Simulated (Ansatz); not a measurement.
C3H9NO, SMILES `CC(C)(N)O`. The species carries charge 0 and has multiplicity 1. The geometry is a stationary point of PBE0-D4/def2-TZVP. It is one conformer, not always the lowest.

```xyz
14

C    -0.631    1.167    0.069
C     0.313   -0.035    0.054
C    -0.259   -1.170   -0.783
N     0.617   -0.545    1.373
O     1.574    0.369   -0.456
H    -1.597    0.897    0.504
H    -0.194    1.973    0.663
H    -0.818    1.545   -0.942
H    -1.204   -1.531   -0.368
H    -0.450   -0.834   -1.805
H     0.455   -1.993   -0.805
H    -0.222   -0.893    1.819
H     0.995    0.199    1.948
H     1.422    0.853   -1.271
```

**Question.** What is the dipole moment at PBE/def2-TZVPP? (Best estimate.)

**Answer.** Ansatz gave: 2.38 D, with components (-2.08, 1.10, -0.36) D in this frame, pointing from negative to positive charge.

**Question.** And with r2SCAN, B3LYP, ωB97M-V? (Estimate.)

**Answer.** Computed: r2SCAN 2.46 D, B3LYP 2.52 D, ωB97M-V 2.55 D.

**Question.** Give the Mulliken charges with PBE, B3LYP, ωB97M-V in def2-TZVPP. (Estimate.)

**Answer.** Computed: 
```csv
atom,PBE,B3LYP,ωB97M-V
C1,-0.28,-0.28,-0.31
C2,0.28,0.35,0.21
C3,-0.27,-0.27,-0.31
N4,-0.29,-0.30,-0.25
O5,-0.29,-0.34,-0.30
H6,0.06,0.07,0.09
H7,0.09,0.09,0.11
H8,0.05,0.06,0.09
H9,0.06,0.06,0.09
H10,0.06,0.06,0.08
H11,0.10,0.11,0.13
H12,0.12,0.11,0.10
H13,0.13,0.12,0.11
H14,0.17,0.17,0.16
```

B3LYP here is the variant with VWN-RPA as its local correlation; programs differ in this.
